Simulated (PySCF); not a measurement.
Gas-phase reaction: 6 BHF₂ = B₂H₆ + 4 BF₃. Level: ωB97M-V/def2-TZVP†; standard pressure 1 bar.

Computed with PySCF and rigid-rotor harmonic-oscillator thermochemistry at 1 bar. † marks an energy on the PBE0/def2-TZVP geometry and frequencies. All species are closed-shell singlets. The harmonic model lacks anharmonicity and excited electronic states, which grow with temperature; levels with a mode under 35 cm⁻¹ are left out.

| T (K) | 1000/T (1/K) | log10 K |
|---|---|---|
| 1000 | 1.0000 | -6.41 |
| 1200 | 0.8333 | -7.11 |
| 1400 | 0.7143 | -7.58 |
| 1600 | 0.6250 | -7.93 |
| 1800 | 0.5556 | -8.18 |
| 2000 | 0.5000 | ? |

Question: Fit log10 K = a + b·(1000/T) to the five rows, get the mean ΔH° and ΔS°, and predict log10 K at 2000 K.

Answer: Means: 1000/T = 0.7456, log10 K = -7.442. Sums of products about the means: Sxy = 0.49505, Sxx = 0.124035, so b = Sxy/Sxx = 3.99 and a = -7.442 − (3.99)×0.7456 = -10.42.
ΔH° = −R ln 10 × 1000 K × b = −19.145 × (3.99) = -76 kJ; ΔS° = R ln 10 × a = -199 J/K. The run's own values go from -81 kJ and -204 J/K at 1000 K to -65 kJ and -193 J/K at 2000 K.
Prediction at 2000 K: -10.42 + (3.99)×0.5000 = -8.43. The computed value is -8.37, 0.06 from the line.
For scale, ΔH°(298 K) is -89 kJ at this level, -85 kJ at ωB97X-V/def2-TZVP†, and runs from -160 to 73 kJ over the 20 levels computed.
